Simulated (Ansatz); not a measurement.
# AlBH₃ radical (SMILES [BH2][AlH]): functionals against CCSD(T) at one geometry

An exercise on one series of results from a longer session: the logs are not shown, and one member is left open.

Computed with Ansatz 0.2.0, Gaussian basis. Level: single points in def2-TZVPP.

Correlated methods freeze the cores. Orbitals are unrestricted. B3LYP uses VWN-RPA correlation.

**The system as given**

SMILES `[BH2][AlH]`, 5 atoms, charge 0, spin multiplicity 2.

Atoms are counted from 1 here; the program's logs count them from 0.

Bond lengths: B1–Al2 1.961 Å, B1–H3 1.146 Å, B1–H4 1.183 Å, Al2–H5 1.651 Å. Angles: Al2–B1–H3 117.5°, Al2–B1–H4 119.4°, H3–B1–H4 123.1°, B1–Al2–H5 177.5°.

Coordinates:

```xyz
5
charge 0, multiplicity 2
B    -0.25690   -0.86790    0.17620
Al    0.26780    0.98530   -0.19360
H    -1.26060   -1.03870    0.70270
H     0.47630   -1.74880   -0.11660
H     0.67110    2.54330   -0.56420
```

Set-up of the first run:

run/in.yaml

```yaml
crystal:
  periodic: [false, false, false]
  atoms:
    - {symbol: B, position_ang: [-0.256900, -0.867900, 0.176200]}
    - {symbol: Al, position_ang: [0.267800, 0.985300, -0.193600]}
    - {symbol: H, position_ang: [-1.260600, -1.038700, 0.702700]}
    - {symbol: H, position_ang: [0.476300, -1.748800, -0.116600]}
    - {symbol: H, position_ang: [0.671100, 2.543300, -0.564200]}
basis:
  gaussian: {orbitals: def2-TZVPP}
magnetization: {spin_polarized: true, initial_magnetization: 1}
correlation: {method: ccsd_t}
scf: {omitted_lower_state_checks: [cluster_reference]}
output: {forces: true}
```

No record of the launch command was kept for these runs.

Among the steps run: CCSD(T)/def2-TZVPP; PBE0-D4/def2-TZVPP; wB97M-V/def2-TZVPP; r2SCAN-D4/def2-TZVPP; PBE-D4/def2-TZVPP; r2SCAN0-D4/def2-TZVPP; B3LYP-D4/def2-TZVPP.

One of the session's tables, all rows but one given; the rest of the session is left out.

| method | RMS force component (eV/Å) | angle to CCSD(T) forces (°) | dipole (D) |
| --- | --- | --- | --- |
| CCSD(T) | 0.602 | reference | 2.16 |
| PBE0-D4 | ? | ? | ? |
| wB97M-V | 0.560 | 8.3 | 2.22 |
| r2SCAN-D4 | 0.569 | 6.9 | 2.06 |
| PBE-D4 | 0.576 | 11.6 | 1.97 |
| r2SCAN0-D4 | 0.568 | 6.8 | 2.17 |
| B3LYP-D4 | 0.560 | 3.7 | 2.02 |

Estimate the missing values for PBE0-D4.

As computed: RMS force component (eV/Å): 0.573; angle to CCSD(T) forces (°): 7.6; dipole (D): 2.09. In the column «RMS force component (eV/Å)» it lies between r2SCAN-D4 (0.569) and PBE-D4 (0.576).
